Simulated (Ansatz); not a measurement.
Consider the atomization: `CCC1=CS1` → 4 C• + 6 H• + S•.

Isolated molecules relaxed with PBE0-D4/def2-TZVP in Ansatz; ΔE leaves out vibrations. CCSD(T)/CBS adds triple-zeta CCSD(T) − MP2 to the extrapolated MP2 energy (def2 sets, frozen cores). This one scheme is used for every species, atoms too. Open shells (•) are unrestricted, without spin–orbit coupling. Spin–orbit coupling would lower the free atoms: a little for C, S. One conformer a species, not always the lowest.

```
             level  ΔE (eV)
SCS-MP2/def2-TZVPP    44.57
CCSD(T)/def2-TZVPP    44.02
```

(1) What does CCSD(T)/CBS give? (Best estimate.)

Largest T1 diagnostic among the species: 0.011.

Results:

(1) Ansatz gave: +45.19 eV. The listed levels differ from it by -0.62, -1.17 eV.

The D4 term adds +0.37 eV with B3LYP and +0.19 eV with PBE0; it sums over pairs of atoms, weighted by their polarisabilities, and B3LYP, whose exchange is more repulsive, gets the larger term. In def2-TZVPP, CCSD(T) changes the Hartree–Fock value by +11.37 eV (the triples alone add +0.82 eV) and MP2 by +12.31 eV; breaking electron pairs costs correlation energy, which Hartree–Fock lacks.

B3LYP here is the variant with VWN-RPA as its local correlation; programs differ in this.

For atomizations the MP2-based limit and the directly extrapolated one differ by several kJ/mol either way, and by 10 to 25 for some Ge, Se and Sn compounds, so smaller differences from it don't rank the levels.
